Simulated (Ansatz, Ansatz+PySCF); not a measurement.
```json
{"atom": "C", "x (Å)": "-0.0053", "y (Å)": "-0.3210", "z (Å)": "-2.5388"}
{"atom": "C", "x (Å)": "0.0020", "y (Å)": "0.5183", "z (Å)": "-1.2871"}
{"atom": "C", "x (Å)": "-0.0050", "y (Å)": "-0.3207", "z (Å)": "0.0039"}
{"atom": "C", "x (Å)": "-0.0099", "y (Å)": "0.5183", "z (Å)": "1.2776"}
{"atom": "C", "x (Å)": "0.0092", "y (Å)": "-0.3171", "z (Å)": "2.5444"}
{"atom": "H", "x (Å)": "0.0036", "y (Å)": "0.3030", "z (Å)": "-3.4437"}
{"atom": "H", "x (Å)": "0.8939", "y (Å)": "-0.9743", "z (Å)": "-2.5900"}
{"atom": "H", "x (Å)": "-0.8966", "y (Å)": "-0.9740", "z (Å)": "-2.5939"}
{"atom": "H", "x (Å)": "-0.8768", "y (Å)": "1.1947", "z (Å)": "-1.2767"}
{"atom": "H", "x (Å)": "0.8858", "y (Å)": "1.1821", "z (Å)": "-1.2671"}
{"atom": "H", "x (Å)": "0.8900", "y (Å)": "-0.9848", "z (Å)": "-0.0006"}
{"atom": "H", "x (Å)": "-0.8883", "y (Å)": "-0.9878", "z (Å)": "0.0028"}
{"atom": "H", "x (Å)": "-0.8831", "y (Å)": "1.1782", "z (Å)": "1.2802"}
{"atom": "H", "x (Å)": "0.8797", "y (Å)": "1.1839", "z (Å)": "1.2840"}
{"atom": "H", "x (Å)": "0.0032", "y (Å)": "0.3049", "z (Å)": "3.4584"}
{"atom": "H", "x (Å)": "-0.8916", "y (Å)": "-0.9721", "z (Å)": "2.6062"}
{"atom": "H", "x (Å)": "0.8935", "y (Å)": "-0.9655", "z (Å)": "2.6022"}
```

RHF on singlet C₅H₁₂ was run in several spherical basis sets with Ansatz (development build ahead of 0.2.0).

Rank the basis sets by the total energy that they give, lowest first, with the distance from the lowest.
A. cc-pVDZ
B. def2-SVP
C. STO-3G
D. 6-31G(d)

A (0.00 eV), D (0.47 eV), B (4.11 eV), C (62.72 eV).

Totals follow the description of the cores as much as that of the bonds, so this order isn't one of quality for chemistry.
